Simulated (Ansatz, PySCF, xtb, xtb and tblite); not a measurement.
Relaxed torsion scan: formic acid, CH2O2, SMILES O=CO. Scanned: dihedral O3–C2–O1–H4; all other coordinates were relaxed at B3LYP-D3(BJ)/def2-SVP. Points at φ and −φ are mirror images.

Atom numbering (GFN2-xTB optimised geometry, Å):
```
5

O      0.7790    -0.5451    -0.0365
C     -0.4206     0.0088     0.0129
O     -0.6433     1.1800     0.0476
H      1.4746     0.1348    -0.0413
H     -1.1897    -0.7785     0.0173
```

GFN1-xTB // B3LYP-D3(BJ)/def2-SVP (xtb); GFN2-xTB, on its own relaxed geometries (the stored frames are those of B3LYP-D3(BJ)/def2-SVP) (xtb and tblite); RKS-B3LYP/6-31G* = PySCF with restricted B3LYP/6-31G*, spherical d // B3LYP-D3(BJ)/def2-SVP; CCSD(T)/cc-pVTZ = Ansatz (an electronic-structure program) with CCSD(T) on RHF/cc-pVTZ, frozen core // B3LYP-D3(BJ)/def2-SVP.

Energies relative to the lowest point of each profile, in kJ/mol; the last columns give the difference from CCSD(T):

| φ / ° | GFN1-xTB | GFN2-xTB | RKS-B3LYP/6-31G* | CCSD(T)/cc-pVTZ | GFN1-xTB − CCSD(T)/cc-pVTZ | GFN2-xTB − CCSD(T)/cc-pVTZ | RKS-B3LYP/6-31G* − CCSD(T)/cc-pVTZ |
|---|---|---|---|---|---|---|---|
| -160 | 35.6 | 33.0 | 26.4 | 22.9 | 12.7 | 10.1 | 3.5 |
| -140 | 43.8 | 42.2 | 37.9 | 33.5 | 10.3 | 8.8 | 4.4 |
| -120 | 53.4 | 54.0 | 51.6 | 45.8 | 7.5 | 8.2 | 5.8 |
| -100 | 58.2 | 61.9 | 60.3 | 53.5 | 4.7 | 8.4 | 6.8 |
| -80 | 53.0 | 57.6 | 57.2 | 51.0 | 2.0 | 6.6 | 6.2 |
| -60 | 38.4 | 41.2 | 42.6 | 38.3 | 0.1 | 2.9 | 4.3 |
| -40 | 20.2 | 21.2 | 22.9 | 20.7 | -0.5 | 0.5 | 2.2 |
| -20 | 5.6 | 5.8 | 6.4 | 5.8 | -0.2 | -0.1 | 0.6 |
| 0 | 0.0 | 0.0 | 0.0 | 0.0 | 0.0 | 0.0 | 0.0 |
| 20 | 5.6 | 5.8 | 6.4 | 5.8 | -0.2 | -0.1 | 0.6 |
| 40 | 20.2 | 21.2 | 22.9 | 20.7 | -0.5 | 0.5 | 2.2 |
| 60 | 38.4 | 41.2 | 42.6 | 38.3 | 0.1 | 2.9 | 4.3 |
| 80 | 53.0 | 57.6 | 57.2 | 51.0 | 2.0 | 6.6 | 6.2 |
| 100 | 58.2 | 61.9 | 60.3 | 53.5 | 4.7 | 8.4 | 6.8 |
| 120 | 53.4 | 54.0 | 51.6 | 45.8 | 7.5 | 8.2 | 5.8 |
| 140 | 43.8 | 42.2 | 37.9 | 33.5 | 10.3 | 8.8 | 4.4 |
| 160 | 35.6 | 33.0 | 26.4 | 22.9 | 12.7 | 10.1 | 3.5 |
| 180 | 32.4 | 29.7 | 22.0 | 18.8 | 13.6 | 10.9 | 3.2 |

GFN1-xTB is furthest from CCSD(T)/cc-pVTZ at 180 (13.6 kJ/mol, above); its mean absolute difference over the points is 5.0 kJ/mol.

GFN2-xTB is furthest from CCSD(T)/cc-pVTZ at 180 (10.9 kJ/mol, above); its mean absolute difference over the points is 5.7 kJ/mol.

RKS-B3LYP/6-31G* is furthest from CCSD(T)/cc-pVTZ at -100 (6.8 kJ/mol, above); its mean absolute difference over the points is 3.9 kJ/mol.
